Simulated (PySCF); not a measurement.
# CHClF2 (difluorochloromethane): levels of theory compared

We compute a comparison of 4 runs (HF/STO-3G, PBE0/def2-SVP, wB97X/cc-pVDZ, TPSSh/6-311G**) of CHClF2 (difluorochloromethane). The job is set up through a Python script.

Program for the calculation: PySCF 2.14.0.

1 further run of the same task is left out (set aside as unsound or not needed).

### 1 The structure to begin with

CHClF2 has 5 atoms, charge 0, and is taken as a singlet. SMILES: `FC(F)Cl`. The coordinates come from a PBE0-D4/def2-TZVP relaxation.

Bond lengths: F1–C2 1.334 Å, C2–F3 1.334 Å, C2–Cl4 1.763 Å, C2–H5 1.090 Å. Angles: F1–C2–F3 108.3°, F1–C2–Cl4 109.7°, F3–C2–Cl4 109.7°, F1–C2–H5 110.0°, F3–C2–H5 110.0°, Cl4–C2–H5 109.0°.

### 2 Energy and forces at HF/STO-3G (run 1)

run.py reads:

```python
from pyscf import gto

molecule = gto.M(
    atom='''
F      0.073510    -1.073553     2.309812
C      0.206736     0.044598     0.053479
F      1.595307    -1.409547    -1.468128
Cl    -2.855376     0.394764    -1.210937
H      1.074498     1.904466     0.237728
''',
    spin=0,
    verbose=4,
    unit='bohr',
    max_memory=1860,
    basis='sto-3g',
)

mf = molecule.RHF()
mf.conv_tol = 1e-10
mf.kernel()
if not mf.converged:
    mf = mf.newton().run(mf.mo_coeff, mf.mo_occ)

e_final = mf.e_tot
print('Final energy', e_final)
grad = mf.nuc_grad_method().kernel()
mf.analyze()
```

Run with:

```console
$ OMP_NUM_THREADS=1 python run.py
```

The log of the run:

```text
PySCF version 2.14.0

[... 71 lines left out ...]
Total Energy =                        -688.629256690737861
[... 7 lines left out ...]
MO #1   energy= -103.716210212752  occ= 2
[... 5 lines left out ...]
MO #7   energy= -7.83795817631418  occ= 2
[... 5 lines left out ...]
MO #13  energy= -0.720082534806737 occ= 2
[... 5 lines left out ...]
MO #19  energy= -0.436728270495525 occ= 2
[... 5 lines left out ...]
MO #25  energy= 0.637644693570232  occ= 0
[... 33 lines left out ...]
Dipole moment(X, Y, Z, Debye):  1.49043,  0.79744,  0.52905
```

It took 2.6 s on 1 thread of Intel Xeon at 2.50GHz (Skylake/Cascade Lake), shared host; peak memory 0.12 GiB.

### 3 Energy and forces at PBE0/def2-SVP (run 2)

input.xyz reads:

```xyz
5

F      0.038900    -0.568100     1.222300
C      0.109400     0.023600     0.028300
F      0.844200    -0.745900    -0.776900
Cl    -1.511000     0.208900    -0.640800
H      0.568600     1.007800     0.125800
```

run.py reads:

```python
import pyscf.grad
from pyscf import gto, dft

mol = gto.M(
    atom='input.xyz',
    basis='def2-svp',
    verbose=4,
    max_memory=1860,
)

mf = dft.RKS(mol, xc='pbe0')
mf.grids.level = 5
mf.conv_tol = 1e-10
mf.kernel()
if not mf.converged:
    mf = mf.newton().run(mf.mo_coeff, mf.mo_occ)

energy = mf.e_tot
print(f'total energy: {energy:.8f} hartree')
grad = mf.Gradients().kernel()
mf.analyze()
```

Run with:

```console
$ OMP_NUM_THREADS=1 python run.py
```

The log of the run:

```text
PySCF version 2.14.0

[... 90 lines left out ...]
DFT Exchange-Correlation Energy =      -54.594842829541420
[... 14 lines left out ...]
MO #13  energy= -0.610402345878582 occ= 2
[... 12 lines left out ...]
MO #26  energy= 0.396394491679841  occ= 0
[... 12 lines left out ...]
MO #39  energy= 1.09705852897169   occ= 0
[... 12 lines left out ...]
MO #52  energy= 1.96133824847827   occ= 0
[... 12 lines left out ...]
MO #65  energy= 3.82945326396664   occ= 0
[... 73 lines left out ...]
Dipole moment(X, Y, Z, Debye):  0.55537,  1.32986,  0.10486
```

Run time: 24 s. Hardware: 1 thread of Intel Xeon at 2.50GHz (Skylake/Cascade Lake), shared host; peak memory 0.65 GiB.

Run 3 isn't shown in full; the table further down has it.

### 4 Energy and gradient at TPSSh/6-311G(d,p) (run 4)

run.py reads:

```python
from pyscf import gto, dft

system = gto.M(
    atom='''
F        0.038900      -0.568100       1.222300
C        0.109400       0.023600       0.028300
F        0.844200      -0.745900      -0.776900
Cl      -1.511000       0.208900      -0.640800
H        0.568600       1.007800       0.125800
''',
    basis='6-311g**',
    verbose=4,
    max_memory=1860,
    charge=0,
)

ks = dft.RKS(system, xc='tpssh')
ks.conv_tol = 1e-10
ks.grids.level = 5
ks.kernel()
if not ks.converged:
    ks = ks.newton().run(ks.mo_coeff, ks.mo_occ)

etot = ks.e_tot
print(f'total energy: {etot:.8f} hartree')
grad = ks.nuc_grad_method().kernel()
ks.analyze()
```

Run with:

```console
$ OMP_NUM_THREADS=1 python run.py
```

The log of the run:

```text
PySCF version 2.14.0

[... 100 lines left out ...]
MO #6   energy= -7.15581720924033  occ= 2
[... 15 lines left out ...]
MO #22  energy= -0.00189039059335562 occ= 0
[... 15 lines left out ...]
MO #38  energy= 0.836906139460795  occ= 0
[... 15 lines left out ...]
MO #54  energy= 1.87958702705748   occ= 0
[... 15 lines left out ...]
MO #70  energy= 4.15151295116269   occ= 0
[... 15 lines left out ...]
MO #86  energy= 215.812869285768   occ= 0
[... 94 lines left out ...]
Dipole moment(X, Y, Z, Debye):  0.71687,  1.32670,  0.17015
```

It took 51 s on 1 thread of Intel Xeon at 2.50GHz (Skylake/Cascade Lake), shared host; peak memory 0.84 GiB.

### 5 All runs side by side

```tsv
run	level	integration grid	energy (Eh)	dipole moment (D)	HOMO energy (eV)	LUMO energy (eV)	wall time
1	HF/STO-3G	–	-688.629257	1.77	-11.18	9.47	2.6 s
2	PBE0/def2-SVP	5	-697.873535	1.44	-9.41	1.16	24 s
3	wB97X/cc-pVDZ	5	-698.544595	1.46	-11.96	3.24	40 s
4	TPSSh/6-311G**	5	-698.671441	1.52	-8.84	-0.05	51 s
```

### 6 Summary of results

```
                       quantity          value
            run 4: total energy  -698.67144 Eh
           run 4: dipole moment         1.52 D
             run 4: HOMO energy       -8.84 eV
             run 4: LUMO energy       -0.05 eV
           run 4: HOMO–LUMO gap        8.79 eV
run 4: largest force on an atom     0.626 eV/Å
```

**Reading.** The dipole moment (its size) runs from 1.44 D (PBE0/def2-SVP) to 1.77 D (HF/STO-3G). The two ends differ in method and basis. The HOMO–LUMO gap runs from 8.79 eV (TPSSh/6-311G**) to 20.65 eV (HF/STO-3G). Totals of different functionals can't be ranked against each other. In run 1 the basis is minimal, so the values are rough. All runs together took 2 min, the longest 51 s.
